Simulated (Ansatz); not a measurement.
Energy needed to pull apart CHClF (SMILES F[CH]Cl), doublet, into free ground-state atoms, from the structure below (displaced at random from a GFN2-xTB minimum); no zero-point or spin–orbit terms; open-shell atoms are treated unrestricted, in their ground-state multiplicity.

| atom | x (Å) | y (Å) | z (Å) |
| --- | --- | --- | --- |
| F1 | -1.2464 | -0.1500 | -0.3026 |
| C2 | -0.0568 | 0.1598 | 0.1546 |
| Cl3 | 0.9801 | -1.1445 | 0.4634 |
| H4 | 0.3760 | 1.0654 | -0.2648 |

Computed with Ansatz 0.2.0 (basis: def2-TZVPP); correlated methods freeze the cores; orbitals are unrestricted.

```csv
method,atomization energy (kJ/mol)
PBE-D4,1318
BLYP-D4,1257
r2SCAN-D4,1271
B97M-V,1250
PBE0-D4,?
wB97M-V,?
HF,842
MP2,1243
CCSD,1165
CCSD(T),1194
```

Question: What does PBE0-D4 give? (To be estimated.)

Answer: By the calculation: 1267 kJ/mol, which is about 73 kJ/mol more than CCSD(T)/def2-TZVPP.

Question: What does wB97M-V give? (To be estimated.)

Answer: Computed: 1247 kJ/mol, which is about 53 kJ/mol more than CCSD(T)/def2-TZVPP.

In triple zeta the MP2 and coupled-cluster atomization energies are still short of their basis limit by a few kcal/mol a bond, whereas those of the functionals are nearly converged, so these differences are not deviations from converged CCSD(T).

T1 diagnostic: at most 0.016. ⟨S²⟩ of the unrestricted Hartree–Fock references: 0.76 (a pure state has 0.75).

For scale, one of the runs: CCSD(T)/def2-TZVPP forces, 118 basis functions (an equivalent command: `ansatz run in.yaml --threads 4`). Hardware: 4 CPU threads, shared host. Wall time 57 s; peak host memory 1.9 GiB.
